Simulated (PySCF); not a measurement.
## How the functional moves excitation energies

Compound: ethyl cyanide, C3H5N.
Cartesian coordinates in Å at the PBE0-D3(BJ)/def2-SVP level; atoms count from 1:
```xyz
9
C3H5N angstrom
C     -0.9633    0.2969   -0.0145
C      0.3565   -0.3922   -0.3545
C      1.4389   -0.0292    0.5536
N      2.2830    0.2727    1.2854
H     -1.7436   -0.0143   -0.7233
H     -1.2956    0.0358    1.0004
H     -0.8641    1.3903   -0.0687
H      0.2444   -1.4884   -0.3253
H      0.6766   -0.1410   -1.3788
```

Linear-response calculations in the def2-SVPD basis (PySCF; singlets by full response, triplets Tamm–Dancoff, core orbitals frozen in the response; HF means time-dependent Hartree–Fock). 'Strongest' is the level of largest summed f among the singlets computed (10 roots, of which the last may lack a degenerate partner); it can jump between rows when another state enters that window. S1 is the lowest singlet of each run and needn't be the same state throughout; f(S1) is that of one state. Isolated species at its PBE0-D3(BJ)/def2-SVP geometry, gas phase.

```csv
functional,kind,S1 (eV),f(S1),strongest (eV),T1 (eV),HOMO (eV),gap (eV),"ionisation energy, ΔSCF (eV)"
LDA,LDA,7.45,0.000,7.77,6.59,-8.13,7.37,11.63
PBE,GGA,7.43,0.000,8.81,6.39,-7.97,7.37,11.49
B3LYP,"global hybrid, 20% exact exchange",7.60,0.000,9.43,6.32,-9.10,9.01,11.81
PBE0,"global hybrid, 25% exact exchange",7.67,0.000,9.76,6.25,-9.33,9.56,11.80
BHandHLYP,"global hybrid, 50% exact exchange",7.49,0.000,10.32,6.12,-10.58,11.34,11.84
CAM-B3LYP,range-separated hybrid,7.65,0.000,10.14,6.31,-10.78,11.69,12.00
wB97X-D,range-separated hybrid,7.72,0.000,10.43,6.42,-11.26,13.18,11.93
LC-wPBE,range-separated hybrid,7.76,0.000,10.92,6.27,-12.22,14.27,12.15
HF,Hartree–Fock,6.97,0.000,11.34,5.44,-12.48,14.82,not settled
```

S1 runs from 6.97 eV (HF) to 7.76 eV (LC-wPBE), a spread of 0.79 eV, while the orbital gap spreads over 7.5 eV. −ε(HOMO) comes closest to its own ΔSCF ionisation energy with LC-wPBE (+0.06 eV) and misses most with PBE (-3.51 eV). 'Not settled' means that the ion's SCF failed to converge or may have ended in another state than the lowest.
